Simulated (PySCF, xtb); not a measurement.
C2H5O, SMILES C(C)[O], multiplicity 2.

Harmonic wavenumbers (cm⁻¹) from GFN2-xTB run with xtb at its own minimum, in rising order: 165, 448, 580, 905, 943, 1070, 1120, 1202, 1256, 1358, 1392, 1463, 1478, 2525, 2626, 3035, 3041, 3047.

Q: What does PBE-D3(BJ)/def2-TZVP (PySCF) give at its own minimum? (An estimate is asked for; the answer gives what the named calculation found.)

A: 168, 299, 427, 826, 867, 1061, 1068, 1170, 1240, 1328, 1350, 1430, 1439, 2747, 2757, 2973, 3048, 3056. Paired by order, the mean absolute difference is 63 cm⁻¹ and the zero-point energies are 39.5 and 39.0 kcal/mol.
